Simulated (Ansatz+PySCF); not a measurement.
## doublet C2H6N: levels of theory in one basis

```xyz
9

C     1.2571   -0.2523    0.0889
N     0.0940    0.4720   -0.1385
C    -1.1909   -0.1858    0.0313
H    -1.9921    0.4825   -0.2908
H     1.2543   -1.2817   -0.2501
H     2.1862    0.3018    0.0439
H     0.1158    1.4146    0.2258
H    -1.2241   -1.0774   -0.6008
H    -1.3884   -0.5049    1.0869
```

Basis set: cc-pVTZ (spherical functions). Correlated methods keep 3 orbitals frozen. Correlation on ROHF uses semicanonical orbitals with singles. Charge 0, multiplicity 2.

Computed with Ansatz (development build ahead of 0.2.0); each method stands on the lowest determinant of its kind that the runs found.

| method | E − E(ROHF) (eV) | <S²> of the determinant |
| --- | --- | --- |
| ROHF | 0.00 | 0.75 |
| UHF | -0.13 | 0.76 |
| ROHF-MP2 | -14.92 | – |
| UHF-MP2 | -14.90 | 0.76 |

Problem. Is a single determinant a sound starting point here?

Solution. By this sign, yes. Unrestricted orbitals gain 0.13 eV and <S²> is 0.76 against 0.75 for a pure state.
